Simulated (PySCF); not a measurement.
# C₂H₄O₃S, a complex of two parts: electronic excitations

Aim: the electronic excitations of `O=S(=O)=O` with `C=C`.

Computed with PySCF 2.14.0; each step states its level. No surroundings beyond the atoms listed, unless a continuum is named. Atoms count from 0, parts from 1.

## 1. Starting point

10 atoms, charge 0, multiplicity 1; geometry: GFN2-xTB, MD frame. Parts: 1 = atoms 0–3, `O=S(=O)=O`, charge 0; 2 = atoms 4–9, `C=C`, charge 0.

## 2. Ultraviolet spectrum: 250 fs

What the job is given:

```
{"job": {"kind": "uv", "xc": "CAM-B3LYP", "basis": "def2-SVP", "nstates": 4, "ntriplets": 0}, "charge": 0, "multiplicity": 1, "parts": [{"atoms": "0-3", "charge": 0, "multiplicity": 1}, {"atoms": "4-9", "charge": 0, "multiplicity": 1}]}
O      0.087632    -1.968094     0.996221
S     -0.148096    -0.583266     1.066003
O     -1.502766    -0.135651     1.030420
O      0.831035     0.240142     1.600548
C      0.676194    -0.522740    -1.046992
C     -0.199926     0.486485    -0.944599
H      1.695896    -0.307882    -0.824868
H      0.444155    -1.559589    -1.354531
H      0.013255     1.480504    -0.636706
H     -1.188333     0.473810    -1.364805
```

With the program's defaults for keys left out, this is: TDDFT CAM-B3LYP/def2-SVP, vertical, gas phase, core orbitals frozen in the response.

Command:

```
$ OMP_NUM_THREADS=1 python cluster_run.py task.json out
```

The driver reads the jobs from task.json and runs them one after another.

What it wrote:

```text
coarse grid: 9536 points
cycle   1  E = -701.4131028107  dE =  2.038e+00  |g| = 1.301e+00  |ddm| = 3.763e+00
cycle   2  E = -701.1122342377  dE =  3.009e-01  |g| = 1.862e+00  |ddm| = 2.769e+00
cycle   3  E = -701.7336719861  dE = -6.214e-01  |g| = 8.967e-02  |ddm| = 1.667e+00
cycle   4  E = -701.7346130877  dE = -9.411e-04  |g| = 6.960e-02  |ddm| = 1.408e-01
cycle   5  E = -701.7355140774  dE = -9.010e-04  |g| = 1.745e-02  |ddm| = 6.387e-02
cycle   6  E = -701.7355802834  dE = -6.621e-05  |g| = 3.119e-03  |ddm| = 1.711e-02
cycle   7  E = -701.7355843430  dE = -4.060e-06  |g| = 1.548e-03  |ddm| = 6.297e-03
final grid: 89280 points
cycle   8  E = -701.8394187638  dE = -1.871e-05  |g| = 3.621e-03  |ddm| = 1.591e-02
cycle   9  E = -701.8394171315  dE =  1.632e-06  |g| = 4.915e-03  |ddm| = 7.596e-03
cycle  10  E = -701.8394219882  dE = -4.857e-06  |g| = 6.728e-04  |ddm| = 4.237e-03
cycle  11  E = -701.8394220854  dE = -9.721e-08  |g| = 1.821e-04  |ddm| = 7.063e-04
cycle  12  E = -701.8394220951  dE = -9.634e-09  |g| = 1.169e-04  |ddm| = 3.248e-04
cycle  13  E = -701.8394220981  dE = -3.010e-09  |g| = 1.681e-05  |ddm| = 1.398e-04
cycle  14  E = -701.8394220982  dE = -1.589e-10  |g| = 8.390e-06  |ddm| = 4.713e-05
converged SCF energy = -701.8394220982

Static polarisability (au): isotropic 44.054, principal 38.013 46.219 47.930

Singlet excitations
state   eV       nm        f      main configurations
  1   5.6666    218.8   0.00023   H->L+1 0.61, H->L 0.37
  2   6.4354    192.7   0.00445   H->L 0.58, H->L+1 0.33
  3   6.5525    189.2   0.05908   H-1->L 0.68, H-1->L+1 0.12, H-2->L 0.09
  4   7.3241    169.3   0.15694   H-1->L+1 0.64, H-1->L 0.14

== part 1 alone, relaxed ==
coarse grid: 4888 points
cycle   1  E = -623.0158887299  dE =  1.543e+00  |g| = 1.223e+00  |ddm| = 2.849e+00
cycle   2  E = -622.7960460829  dE =  2.198e-01  |g| = 1.680e+00  |ddm| = 2.210e+00
cycle   3  E = -623.3021493768  dE = -5.061e-01  |g| = 1.699e-02  |ddm| = 1.280e+00
cycle   4  E = -623.3022299245  dE = -8.055e-05  |g| = 4.229e-03  |ddm| = 2.153e-02
cycle   5  E = -623.3022349308  dE = -5.006e-06  |g| = 6.240e-04  |ddm| = 5.171e-03
final grid: 45376 points
cycle   6  E = -623.3901229484  dE = -3.784e-06  |g| = 1.673e-03  |ddm| = 6.698e-03
cycle   7  E = -623.3901227058  dE =  2.426e-07  |g| = 2.077e-03  |ddm| = 2.488e-03
cycle   8  E = -623.3901234542  dE = -7.484e-07  |g| = 2.489e-04  |ddm| = 1.495e-03
cycle   9  E = -623.3901234637  dE = -9.525e-09  |g| = 1.230e-04  |ddm| = 2.614e-04
cycle  10  E = -623.3901234665  dE = -2.785e-09  |g| = 3.324e-05  |ddm| = 1.124e-04
cycle  11  E = -623.3901234667  dE = -2.443e-10  |g| = 2.125e-06  |ddm| = 3.022e-05
converged SCF energy = -623.3901234667

Static polarisability (au): isotropic 20.159, principal 12.157 24.157 24.162

Singlet excitations
state   eV       nm        f      main configurations
  1   5.3066    233.6   0.00000   H->L 1.00
  2   5.9350    208.9   0.00000   H->L+1 1.00
  3   7.2684    170.6   0.00000   H-1->L+1 0.95
  4   7.2689    170.6   0.00000   H-2->L+1 0.95

== part 2 alone, relaxed ==
coarse grid: 4656 points
cycle   1  E = -78.4466294410  dE =  5.403e-02  |g| = 1.914e-01  |ddm| = 2.258e+00
cycle   2  E = -78.4526213059  dE = -5.992e-03  |g| = 1.334e-01  |ddm| = 2.896e-01
cycle   3  E = -78.4573693290  dE = -4.748e-03  |g| = 9.266e-03  |ddm| = 1.207e-01
cycle   4  E = -78.4574002768  dE = -3.095e-05  |g| = 8.481e-04  |ddm| = 1.172e-02
cycle   5  E = -78.4574005247  dE = -2.479e-07  |g| = 1.262e-04  |ddm| = 1.259e-03
final grid: 43904 points
cycle   6  E = -78.4747771145  dE = -1.095e-05  |g| = 2.136e-03  |ddm| = 9.387e-03
cycle   7  E = -78.4747776911  dE = -5.766e-07  |g| = 1.627e-03  |ddm| = 3.297e-03
cycle   8  E = -78.4747784077  dE = -7.166e-07  |g| = 3.918e-05  |ddm| = 1.412e-03
cycle   9  E = -78.4747784084  dE = -7.019e-10  |g| = 9.233e-06  |ddm| = 7.972e-05
converged SCF energy = -78.4747784084

Static polarisability (au): isotropic 20.868, principal 10.901 20.194 31.509

Singlet excitations
state   eV       nm        f      main configurations
  1   8.3102    149.2   0.39885   H->L 0.97
  2   8.3835    147.9   0.00006   H-1->L 0.99
  3   8.9203    139.0   0.00588   H->L+1 0.99
  4   9.2833    133.6   0.00000   H->L+2 0.98
```

It took 20 s on 1 thread of Arm Neoverse N1, shared host; peak memory 0.52 GiB.

The orbitals next to the gap, with their largest atomic shares:

```tsv
orbital	eV	atoms
HOMO−3	-11.62	O3 54 %, O2 28 %, S1 8 %
HOMO−2	-11.60	O0 57 %, O2 20 %, S1 8 %
HOMO−1	-10.30	C4 34 %, C5 27 %, O2 19 %
HOMO	-10.03	O2 38 %, O0 32 %, O3 29 %
LUMO	-0.33	C5 47 %, C4 25 %, S1 8 %
LUMO+1	0.29	S1 41 %, C4 22 %, O2 14 %
LUMO+2	2.39	S1 32 %, H7 11 %, H9 9 %
```

With each of the 4 states as a Gaussian band of 0.4 eV half-width at 1/e, the curve within the window shown has maxima at 170 nm (ε 6,400) L/(mol cm). Beyond the last state computed it falls off for lack of states. The curve at chosen wavelengths:

```json
{"nm": "163", "ε (L/mol/cm)": "3623"}
{"nm": "166", "ε (L/mol/cm)": "5405"}
{"nm": "170", "ε (L/mol/cm)": "6414"}
{"nm": "173", "ε (L/mol/cm)": "5811"}
{"nm": "176", "ε (L/mol/cm)": "4601"}
{"nm": "179", "ε (L/mol/cm)": "3508"}
{"nm": "183", "ε (L/mol/cm)": "2831"}
{"nm": "186", "ε (L/mol/cm)": "2760"}
{"nm": "189", "ε (L/mol/cm)": "2733"}
{"nm": "193", "ε (L/mol/cm)": "2426"}
{"nm": "196", "ε (L/mol/cm)": "1979"}
{"nm": "199", "ε (L/mol/cm)": "1459"}
{"nm": "202", "ε (L/mol/cm)": "978"}
{"nm": "206", "ε (L/mol/cm)": "502"}
{"nm": "209", "ε (L/mol/cm)": "280"}
{"nm": "212", "ε (L/mol/cm)": "148"}
{"nm": "215", "ε (L/mol/cm)": "76"}
{"nm": "219", "ε (L/mol/cm)": "33"}
{"nm": "222", "ε (L/mol/cm)": "19"}
{"nm": "225", "ε (L/mol/cm)": "12"}
{"nm": "229", "ε (L/mol/cm)": "8"}
{"nm": "232", "ε (L/mol/cm)": "5"}
{"nm": "235", "ε (L/mol/cm)": "4"}
{"nm": "238", "ε (L/mol/cm)": "3"}
{"nm": "242", "ε (L/mol/cm)": "2"}
{"nm": "245", "ε (L/mol/cm)": "1"}
```

Ground-state properties from the same run:

```tsv
property	computed
dipole moment (D)	3.63
polarisability (Å³)	6.53
HOMO–LUMO gap (eV)	9.70
−ε(HOMO) (eV)	10.03
```

## 3. TDDFT and polarisability: 400 fs

What the job is given:

```
{"job": {"kind": "uv", "xc": "CAM-B3LYP", "basis": "def2-SVP", "nstates": 4, "ntriplets": 0}, "charge": 0, "multiplicity": 1, "parts": [{"atoms": "0-3", "charge": 0, "multiplicity": 1}, {"atoms": "4-9", "charge": 0, "multiplicity": 1}]}
O      0.348134    -2.109151     0.899818
S     -0.129610    -0.758662     1.021202
O     -1.524278    -0.615756     1.133253
O      0.677307     0.196082     1.723381
C      0.963692    -0.481520    -1.041996
C     -0.139450     0.273229    -0.812837
H      1.928307    -0.122297    -0.566373
H      1.065846    -1.511704    -1.341868
H     -0.060048     1.227852    -0.364057
H     -1.034262    -0.037662    -1.271661
```

Level: TDDFT CAM-B3LYP/def2-SVP, vertical, gas phase, core orbitals frozen in the response.

What it wrote:

```text
coarse grid: 9536 points
cycle   1  E = -701.3736000197  dE =  1.975e+00  |g| = 1.348e+00  |ddm| = 3.736e+00
cycle   2  E = -700.9301991002  dE =  4.434e-01  |g| = 2.068e+00  |ddm| = 3.063e+00
cycle   3  E = -701.7279184013  dE = -7.977e-01  |g| = 1.029e-01  |ddm| = 1.905e+00
cycle   4  E = -701.7294960476  dE = -1.578e-03  |g| = 7.587e-02  |ddm| = 1.729e-01
cycle   5  E = -701.7306131222  dE = -1.117e-03  |g| = 2.562e-02  |ddm| = 7.693e-02
cycle   6  E = -701.7307484375  dE = -1.353e-04  |g| = 4.732e-03  |ddm| = 2.408e-02
cycle   7  E = -701.7307580247  dE = -9.587e-06  |g| = 1.822e-03  |ddm| = 9.411e-03
final grid: 89280 points
cycle   8  E = -701.8349242057  dE = -1.930e-05  |g| = 3.441e-03  |ddm| = 1.748e-02
cycle   9  E = -701.8349233694  dE =  8.362e-07  |g| = 4.374e-03  |ddm| = 7.558e-03
cycle  10  E = -701.8349274586  dE = -4.089e-06  |g| = 5.903e-04  |ddm| = 4.120e-03
cycle  11  E = -701.8349275377  dE = -7.908e-08  |g| = 2.023e-04  |ddm| = 6.871e-04
cycle  12  E = -701.8349275548  dE = -1.705e-08  |g| = 1.288e-04  |ddm| = 4.599e-04
cycle  13  E = -701.8349275591  dE = -4.296e-09  |g| = 2.682e-05  |ddm| = 1.606e-04
cycle  14  E = -701.8349275595  dE = -4.788e-10  |g| = 9.033e-06  |ddm| = 8.253e-05
converged SCF energy = -701.8349275595

Static polarisability (au): isotropic 45.797, principal 38.840 43.498 55.053

Singlet excitations
state   eV       nm        f      main configurations
  1   4.1663    297.6   0.00061   H->L 0.95
  2   5.4598    227.1   0.01886   H-1->L 0.41, H-3->L 0.31, H-2->L 0.25
  3   5.6033    221.3   0.01431   H-2->L 0.69, H-1->L 0.14, H-3->L 0.08
  4   6.3377    195.6   0.02455   H-4->L 0.61, H-5->L 0.22
```

Wall time 15 s (1 thread of Arm Neoverse N1, shared host); peak memory 0.54 GiB.

In short: HOMO -9.68 eV, LUMO -1.78 eV; lowest singlet 4.17 eV.

## 4. TDDFT and polarisability: 550 fs

What the job is given:

```
{"job": {"kind": "uv", "xc": "CAM-B3LYP", "basis": "def2-SVP", "nstates": 4, "ntriplets": 0}, "charge": 0, "multiplicity": 1, "parts": [{"atoms": "0-3", "charge": 0, "multiplicity": 1}, {"atoms": "4-9", "charge": 0, "multiplicity": 1}]}
O      0.008642    -2.174558     0.830657
S     -0.288557    -0.793546     0.951239
O     -1.683162    -0.439397     1.075920
O      0.608054     0.151249     1.546134
C      1.015569    -0.448563    -0.915914
C     -0.245141     0.008470    -1.117873
H      1.854530     0.207729    -0.564048
H      1.439586    -1.367237    -1.193876
H     -0.393021     1.069762    -1.023879
H     -0.846496    -0.623339    -1.709965
```

With the program's defaults for keys left out, this is: TDDFT CAM-B3LYP/def2-SVP, vertical, gas phase, core orbitals frozen in the response.

What it wrote:

```text
coarse grid: 9536 points
cycle   1  E = -701.3811612853  dE =  1.883e+00  |g| = 1.337e+00  |ddm| = 3.736e+00
cycle   2  E = -700.9566754645  dE =  4.245e-01  |g| = 2.045e+00  |ddm| = 2.909e+00
cycle   3  E = -701.7270674510  dE = -7.704e-01  |g| = 1.291e-01  |ddm| = 1.810e+00
cycle   4  E = -701.7288148292  dE = -1.747e-03  |g| = 1.028e-01  |ddm| = 1.937e-01
cycle   5  E = -701.7307818284  dE = -1.967e-03  |g| = 2.258e-02  |ddm| = 9.093e-02
cycle   6  E = -701.7309016474  dE = -1.198e-04  |g| = 4.040e-03  |ddm| = 2.296e-02
cycle   7  E = -701.7309092717  dE = -7.624e-06  |g| = 1.799e-03  |ddm| = 8.843e-03
final grid: 89280 points
cycle   8  E = -701.8350343882  dE = -1.930e-05  |g| = 3.823e-03  |ddm| = 1.731e-02
cycle   9  E = -701.8350330683  dE =  1.320e-06  |g| = 4.995e-03  |ddm| = 7.764e-03
cycle  10  E = -701.8350382639  dE = -5.196e-06  |g| = 6.857e-04  |ddm| = 4.154e-03
cycle  11  E = -701.8350383691  dE = -1.052e-07  |g| = 2.121e-04  |ddm| = 7.454e-04
cycle  12  E = -701.8350383868  dE = -1.776e-08  |g| = 1.413e-04  |ddm| = 4.546e-04
cycle  13  E = -701.8350383918  dE = -4.966e-09  |g| = 2.648e-05  |ddm| = 1.849e-04
cycle  14  E = -701.8350383922  dE = -4.100e-10  |g| = 9.865e-06  |ddm| = 7.480e-05
converged SCF energy = -701.8350383922

Static polarisability (au): isotropic 45.688, principal 39.419 43.974 53.671

Singlet excitations
state   eV       nm        f      main configurations
  1   4.5905    270.1   0.00106   H->L 0.88, H->L+1 0.12
  2   5.6442    219.7   0.03331   H-1->L 0.63, H-2->L 0.30
  3   6.0479    205.0   0.00275   H->L+1 0.82, H->L 0.10
  4   6.2182    199.4   0.00874   H-3->L 0.85
```

Run time: 15 s. Hardware: 1 thread of Arm Neoverse N1, shared host; peak memory 0.54 GiB.

In short: HOMO -9.75 eV, LUMO -1.33 eV; lowest singlet 4.59 eV.

## 5. TDDFT and polarisability: 700 fs

What the job is given:

```
{"job": {"kind": "uv", "xc": "CAM-B3LYP", "basis": "def2-SVP", "nstates": 4, "ntriplets": 0}, "charge": 0, "multiplicity": 1, "parts": [{"atoms": "0-3", "charge": 0, "multiplicity": 1}, {"atoms": "4-9", "charge": 0, "multiplicity": 1}]}
O     -0.017861    -2.175037     0.778444
S     -0.413645    -0.812482     0.849030
O     -1.782886    -0.510499     0.654421
O      0.459008     0.067478     1.534494
C      0.791771    -0.619446    -1.102541
C     -0.022597     0.446467    -1.115849
H      1.750194    -0.501784    -0.560725
H      0.443140    -1.515376    -1.563592
H      0.280338     1.342598    -0.607220
H     -0.964428     0.543117    -1.616272
```

Method: TDDFT CAM-B3LYP/def2-SVP, vertical, gas phase, core orbitals frozen in the response.

What it wrote:

```text
coarse grid: 9536 points
cycle   1  E = -701.4230266802  dE =  1.909e+00  |g| = 1.298e+00  |ddm| = 3.745e+00
cycle   2  E = -701.1200717178  dE =  3.030e-01  |g| = 1.865e+00  |ddm| = 2.751e+00
cycle   3  E = -701.7449225978  dE = -6.249e-01  |g| = 6.302e-02  |ddm| = 1.643e+00
cycle   4  E = -701.7455068396  dE = -5.842e-04  |g| = 4.759e-02  |ddm| = 1.055e-01
cycle   5  E = -701.7459374239  dE = -4.306e-04  |g| = 1.757e-02  |ddm| = 5.061e-02
cycle   6  E = -701.7459993296  dE = -6.191e-05  |g| = 3.472e-03  |ddm| = 1.640e-02
cycle   7  E = -701.7460038321  dE = -4.503e-06  |g| = 1.167e-03  |ddm| = 6.115e-03
final grid: 89280 points
cycle   8  E = -701.8505347446  dE = -1.854e-05  |g| = 3.113e-03  |ddm| = 1.635e-02
cycle   9  E = -701.8505343438  dE =  4.008e-07  |g| = 3.804e-03  |ddm| = 6.439e-03
cycle  10  E = -701.8505373903  dE = -3.046e-06  |g| = 5.835e-04  |ddm| = 3.377e-03
cycle  11  E = -701.8505374593  dE = -6.904e-08  |g| = 1.964e-04  |ddm| = 6.246e-04
cycle  12  E = -701.8505374693  dE = -1.002e-08  |g| = 1.168e-04  |ddm| = 3.251e-04
cycle  13  E = -701.8505374722  dE = -2.893e-09  |g| = 1.718e-05  |ddm| = 1.248e-04
cycle  14  E = -701.8505374724  dE = -1.519e-10  |g| = 4.951e-06  |ddm| = 4.299e-05
converged SCF energy = -701.8505374724

Static polarisability (au): isotropic 44.622, principal 38.976 45.738 49.153

Singlet excitations
state   eV       nm        f      main configurations
  1   5.3579    231.4   0.00003   H->L 0.66, H->L+1 0.33
  2   6.5956    188.0   0.00330   H->L+1 0.59, H->L 0.30
  3   6.8154    181.9   0.16017   H-1->L 0.64, H-1->L+1 0.12, H-2->L 0.10
  4   7.2009    172.2   0.05869   H-1->L+1 0.33, H-2->L 0.17, H-2->L+1 0.16
```

Run time: 15 s. Hardware: 1 thread of Arm Neoverse N1, shared host; peak memory 0.54 GiB.

In short: HOMO -10.09 eV, LUMO -0.41 eV; lowest singlet 5.36 eV.

## 6. Excited states and response: 850 fs

What the job is given:

```
{"job": {"kind": "uv", "xc": "CAM-B3LYP", "basis": "def2-SVP", "nstates": 4, "ntriplets": 0}, "charge": 0, "multiplicity": 1, "parts": [{"atoms": "0-3", "charge": 0, "multiplicity": 1}, {"atoms": "4-9", "charge": 0, "multiplicity": 1}]}
O     -0.066403    -2.218669     0.659928
S     -0.618848    -0.877386     0.797931
O     -2.029391    -0.725537     0.654728
O      0.187683    -0.024206     1.613534
C      0.534850    -0.626746    -1.101918
C     -0.414695     0.314225    -1.092311
H      1.508806    -0.440477    -0.658788
H      0.401063    -1.561931    -1.673090
H     -0.314597     1.322507    -0.646505
H     -1.337032     0.226563    -1.696217
```

Method: TDDFT CAM-B3LYP/def2-SVP, vertical, gas phase, core orbitals frozen in the response.

What it wrote:

```text
coarse grid: 9536 points
cycle   1  E = -701.3896429194  dE =  1.830e+00  |g| = 1.340e+00  |ddm| = 3.708e+00
cycle   2  E = -700.9468689387  dE =  4.428e-01  |g| = 2.071e+00  |ddm| = 3.121e+00
cycle   3  E = -701.7382179815  dE = -7.913e-01  |g| = 1.168e-01  |ddm| = 1.973e+00
cycle   4  E = -701.7396813187  dE = -1.463e-03  |g| = 9.428e-02  |ddm| = 1.923e-01
cycle   5  E = -701.7413570464  dE = -1.676e-03  |g| = 2.317e-02  |ddm| = 8.942e-02
cycle   6  E = -701.7414759902  dE = -1.189e-04  |g| = 4.004e-03  |ddm| = 2.298e-02
cycle   7  E = -701.7414829219  dE = -6.932e-06  |g| = 1.994e-03  |ddm| = 8.278e-03
final grid: 89280 points
cycle   8  E = -701.8459194778  dE = -1.562e-05  |g| = 4.014e-03  |ddm| = 1.591e-02
cycle   9  E = -701.8459163441  dE =  3.134e-06  |g| = 5.941e-03  |ddm| = 8.560e-03
cycle  10  E = -701.8459233518  dE = -7.008e-06  |g| = 6.862e-04  |ddm| = 5.023e-03
cycle  11  E = -701.8459234592  dE = -1.074e-07  |g| = 1.925e-04  |ddm| = 7.271e-04
cycle  12  E = -701.8459234727  dE = -1.353e-08  |g| = 1.387e-04  |ddm| = 4.006e-04
cycle  13  E = -701.8459234773  dE = -4.588e-09  |g| = 2.184e-05  |ddm| = 1.801e-04
cycle  14  E = -701.8459234776  dE = -2.606e-10  |g| = 1.177e-05  |ddm| = 6.067e-05
converged SCF energy = -701.8459234776

Static polarisability (au): isotropic 45.948, principal 40.028 47.906 49.911

Singlet excitations
state   eV       nm        f      main configurations
  1   5.1349    241.5   0.00011   H->L+1 0.66, H->L 0.34
  2   5.8894    210.5   0.00123   H->L 0.63, H->L+1 0.33
  3   6.1948    200.1   0.03634   H-1->L 0.62, H-1->L+1 0.17, H-2->L 0.12
  4   6.8722    180.4   0.02752   H-2->L+1 0.37, H-2->L 0.21, H-3->L 0.14
```

Wall time 15 s (1 thread of Arm Neoverse N1, shared host); peak memory 0.54 GiB.

In short: HOMO -9.80 eV, LUMO -0.57 eV; lowest singlet 5.13 eV.

## 7. Ultraviolet spectrum: 1000 fs

What the job is given:

```
{"job": {"kind": "uv", "xc": "CAM-B3LYP", "basis": "def2-SVP", "nstates": 4, "ntriplets": 0}, "charge": 0, "multiplicity": 1, "parts": [{"atoms": "0-3", "charge": 0, "multiplicity": 1}, {"atoms": "4-9", "charge": 0, "multiplicity": 1}]}
O      0.133766    -2.294778     0.831009
S     -0.559793    -1.059192     0.882925
O     -1.990423    -1.124200     0.849912
O      0.119456    -0.048127     1.569508
C      0.297103    -0.801076    -1.161621
C     -0.659929     0.146351    -1.160442
H      1.326134    -0.588636    -0.795052
H      0.249233    -1.824631    -1.593331
H     -0.520905     1.058392    -0.617167
H     -1.546380    -0.093977    -1.689490
```

Method: TDDFT CAM-B3LYP/def2-SVP, vertical, gas phase, core orbitals frozen in the response.

What it wrote:

```text
coarse grid: 9536 points
cycle   1  E = -701.3992589244  dE =  1.933e+00  |g| = 1.322e+00  |ddm| = 3.730e+00
cycle   2  E = -701.0313652332  dE =  3.679e-01  |g| = 1.964e+00  |ddm| = 2.896e+00
cycle   3  E = -701.7364814591  dE = -7.051e-01  |g| = 1.036e-01  |ddm| = 1.785e+00
cycle   4  E = -701.7377213425  dE = -1.240e-03  |g| = 8.187e-02  |ddm| = 1.639e-01
cycle   5  E = -701.7389771912  dE = -1.256e-03  |g| = 2.007e-02  |ddm| = 7.497e-02
cycle   6  E = -701.7390663295  dE = -8.914e-05  |g| = 3.778e-03  |ddm| = 1.991e-02
cycle   7  E = -701.7390726155  dE = -6.286e-06  |g| = 1.786e-03  |ddm| = 7.777e-03
final grid: 89280 points
cycle   8  E = -701.8433394442  dE = -1.774e-05  |g| = 3.565e-03  |ddm| = 1.569e-02
cycle   9  E = -701.8433378247  dE =  1.620e-06  |g| = 4.899e-03  |ddm| = 7.579e-03
cycle  10  E = -701.8433426841  dE = -4.859e-06  |g| = 6.672e-04  |ddm| = 4.201e-03
cycle  11  E = -701.8433427820  dE = -9.792e-08  |g| = 1.855e-04  |ddm| = 7.086e-04
cycle  12  E = -701.8433427939  dE = -1.194e-08  |g| = 1.240e-04  |ddm| = 3.672e-04
cycle  13  E = -701.8433427974  dE = -3.470e-09  |g| = 1.929e-05  |ddm| = 1.476e-04
cycle  14  E = -701.8433427976  dE = -2.069e-10  |g| = 7.816e-06  |ddm| = 5.277e-05
converged SCF energy = -701.8433427976

Static polarisability (au): isotropic 45.750, principal 39.168 45.971 52.110

Singlet excitations
state   eV       nm        f      main configurations
  1   4.8412    256.1   0.00009   H->L 0.80, H->L+1 0.20
  2   6.1933    200.2   0.00295   H->L+1 0.71, H->L 0.17
  3   6.3608    194.9   0.06585   H-2->L 0.47, H-1->L 0.40
  4   6.6203    187.3   0.03313   H-3->L 0.36, H-2->L 0.20, H-1->L 0.10
```

Wall time 15 s (1 thread of Arm Neoverse N1, shared host); peak memory 0.54 GiB.

In short: HOMO -9.86 eV, LUMO -0.94 eV; lowest singlet 4.84 eV.

## 8. Run by run: electronic excitations

Excitations and ground-state properties, with basis size and wall time:

```tsv
frame	lowest singlet (eV)	brightest (eV)	f	gap (eV)	α (Å³)	μ (D)	functions	time
250 fs	5.67	7.32	0.157	9.70	6.53	3.63	108	20 s
400 fs	4.17	6.34	0.025	7.90	6.79	4.84	108	15 s
550 fs	4.59	5.64	0.033	8.41	6.77	4.71	108	15 s
700 fs	5.36	6.82	0.160	9.68	6.61	3.47	108	15 s
850 fs	5.13	6.19	0.036	9.23	6.81	4.38	108	15 s
1000 fs	4.84	6.36	0.066	8.91	6.78	4.27	108	15 s
```

## 9. Summary of results

```
                                   quantity                        value
lowest singlet (CAM-B3LYP/def2-SVP, 250 fs)  5.67 eV (219 nm), f = 0.000
   brightest single state of those computed  state 4, 7.32 eV, f = 0.157
                range of the lowest singlet              4.17 to 5.67 eV
```

**Reading.** In the first frame run (250 fs): The first singlet state (HOMO→LUMO+1 0.61, HOMO→LUMO 0.37) lies at 5.67 eV and is dark; of the 4 states computed, the strongest absorption comes from state 4 at 7.32 eV (the last computed, so partners may be missing). The basis of CAM-B3LYP/def2-SVP has no diffuse functions, so Rydberg states are missing and the high states are unreliable. The lowest singlet runs from 4.17 eV (400 fs) to 5.67 eV (250 fs), while the orbital gap spans 7.90 to 9.70 eV. The lowest state need not be the same one in every run. The runs solved for a few states only, so the brightest column depends on that window.
